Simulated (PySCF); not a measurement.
**Core-level binding energies of `F[PH+](F)P`**

F2H3P2 (charge +1).
Z-matrix (Å and degrees, PBE0-D3(BJ)/def2-SVP geometry), rows numbered from 1:
```
F 
P   1  1.5485
F   2  1.5485  1  106.46
P   2  2.1633  1  108.65  3   116.88
H   2  1.4109  1  104.51  3  -110.20
H   4  1.4322  2   88.64  1   169.71
H   4  1.4320  2   88.70  1    75.22
```

Level of theory: delta-SCF UKS SCAN, pcX-2 on the ionised atom, pcseg-1 elsewhere, spin-free X2C in PySCF 2.14.0. Vertical ΔSCF values, vacuum level as zero.

Task: List the computed XPS lines with their assignment.

Result: 
| atom(s) | bonded to | level | binding energy (eV) | 2p1/2 (eV) | above the level's lowest (eV) | count |
| --- | --- | --- | --- | --- | --- | --- |
| P2 | 2 F, H and P | P 1s | 2161.68 | – | +4.19 | 1 |
| P4 | 2 H and P | P 1s | 2157.49 | – | 0.00 | 1 |
| F1/F3 | P | F 1s | 700.23 | – | 0.00 | 2 |
| P4 | 2 H and P | P 2p3/2 | 143.87 | 144.76 | 0.00 | 1 |

The listed P 1s values span 4.19 eV, from P4 (bonded to 2 H and P) to P2 (bonded to 2 F, H and P). Summing the Pauling electronegativity differences to the bonded atoms, each weighted by its formal bond order, gives +0.02 for the lowest site and +3.59 for the highest.

Task: Which effective nuclear charge Zeff reproduces each element's mean 1s value in the hydrogen-like formula E = 13.606 eV × Zeff²?

Result: F (Z = 9): mean 700.2 eV, Zeff = 7.17, Z − Zeff = 1.83; P (Z = 15): mean 2159.6 eV, Zeff = 12.60, Z − Zeff = 2.40. Means run over the listed sites, weighted by atom count.

Task: Express the binding energy of F 1s of F1/F3 in atomic units and per mole.

Result: 700.23 eV = 25.7330 Eh = 67562 kJ/mol.

Atoms equivalent by their bonding share one computed value, that of the first of them. The list is incomplete; no value stands for P 2p of P2. 2p3/2 and 2p1/2 are the ΔSCF energy of one spin-free 2p hole plus the eigenvalues of a spin–orbit and ligand-field matrix of the shell. 2p1/2 minus 2p3/2 (ligand field included): P 0.90 eV. The species carries charge +1, so core ionisation leaves charge +2. Geometry: PBE0-D3(BJ)/def2-SVP, one conformer, isolated ion.
